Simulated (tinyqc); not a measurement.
CCSD on RHF in the sto-6g basis, for H2F+, spin multiplicity 1, step by step. One step of it, computed by the program tinyqc.

Question. Orthogonalisation. S = U s U^T; symmetric (Loewdin) form X = U s^(-1/2) U^T, so that X^T S X = 1.

overlap S, lower triangle:
```
           1F 1s     1F 2s    1F 2px     1F 2py    1F 2pz     2H 1s     3H 1s
1F 1s   1.000000
1F 2s   0.232479  1.000000
1F 2px  0.000000  0.000000  1.000000
1F 2py  0.000000  0.000000  0.000000   1.000000
1F 2pz  0.000000  0.000000  0.000000   0.000000  1.000000
2H 1s   0.044613  0.415740  0.000000   0.290447  0.153846  1.000000
3H 1s   0.042898  0.404997  0.000000  -0.285000  0.150978  0.181951  1.000000
```

Give: eigenvalues of S; X.

Answer.

eigenvalues of S: 0.435  0.493  0.914  1.000  1.068  1.326  1.765

X, lower triangle:
```
         1F 1s   1F 2s  1F 2px  1F 2py  1F 2pz   2H 1s  3H 1s
1F 1s    1.023
1F 2s   -0.135   1.173
1F 2px   0.000   0.000   1.000
1F 2py   0.000   0.003   0.000   1.086
1F 2pz  -0.005   0.055   0.000   0.001   1.020
2H 1s    0.018  -0.240   0.000  -0.195  -0.087   1.141
3H 1s    0.017  -0.230   0.000   0.190  -0.084  -0.071  1.133
```
